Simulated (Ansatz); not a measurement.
A run of Ansatz (development build ahead of 0.2.0) on doublet CH4N in separate pieces at this shape:

```xyz
6

C     0.0000    0.0000    0.0000
N     0.0000    0.0000    4.0880
H     0.9767    0.0000   -0.4371
H    -0.4883    0.8458   -0.4371
H    -0.4883   -0.8458   -0.4371
H     0.9401    0.0000    4.5087
```

Its results:

| Item | Value |
| --- | --- |
| Converged | yes |
| Total energy | -94.42706 hartree |
| Spin squared of the determinant | 0.750 |
| Stability test | minimum among restricted orbitals |

Q: Which input gives this output? Name the method, the orbitals and the basis set, and write the input.

A: ROHF in pcseg-2.

```yaml
crystal:
  periodic: [false, false, false]
  atoms:
    - { symbol: C, position_ang: [0.0, 0.0, 0.0] }
    - { symbol: "N", position_ang: [0.0, 0.0, 4.088] }
    - { symbol: H, position_ang: [0.9767, 0.0, -0.4371] }
    - { symbol: H, position_ang: [-0.4883, 0.8458, -0.4371] }
    - { symbol: H, position_ang: [-0.4883, -0.8458, -0.4371] }
    - { symbol: H, position_ang: [0.9401, 0.0, 4.5087] }
basis:
  gaussian: { orbitals: pcseg-2 }
magnetization:
  initial_magnetization: 1
hamiltonian:
  xc: hf
```

Caution: stretched shape with no unrestricted run beside it, a lower state can exist.
